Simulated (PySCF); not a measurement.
## Bond length, frequency and bond energy of BF by level of theory

State: ¹Σ⁺ (singlet), closed shell. Set-up: basis B jorge-DZP-DKH, F jorge-DZP-DKH; spin-free X2C with a Gaussian nucleus; PySCF 2.14. De refers to B + F in their high-spin ground configurations, without counterpoise correction. A positive dipole means B(−)F(+).

```tsv
Level	Re (Å)	ωe (cm⁻¹)	De (eV)	μ (D)
RHF	1.271	1426	5.53	0.81
RHF-MP2	1.291	1355	7.51	n/a
RHF-SCS-MP2	1.291	1353	7.30	n/a
RHF-CCSD	1.292	1351	7.08	n/a
RHF-CCSD(T)	1.295	1338	7.19	n/a
PBE	1.300	1298	7.83	0.99
PW91	1.298	1302	7.87	0.98
r²SCAN	1.289	1341	7.54	1.00
PBE0	1.286	1356	7.45	0.94
r²SCAN0	1.280	1379	7.24	0.94
BHandHLYP	1.275	1400	7.05	0.87
```

The bond length runs from 1.271 Å (RHF) to 1.300 Å (PBE). De spans 5.53 eV (RHF, mean field) to 7.87 eV (PW91, GGA). Correlation at CCSD(T) changes the Hartree–Fock bond energy by +1.66 eV; the triples alone change it by +0.11 eV.

Correlated steps freeze 2 core orbitals. Correlated levels converge slowly with the basis: in double zeta they bind strong bonds too weakly, by up to about 1 eV, and carry superposition errors of some tenths. Where the molecule has an RHF reference, its open-shell atoms are computed with UHF.
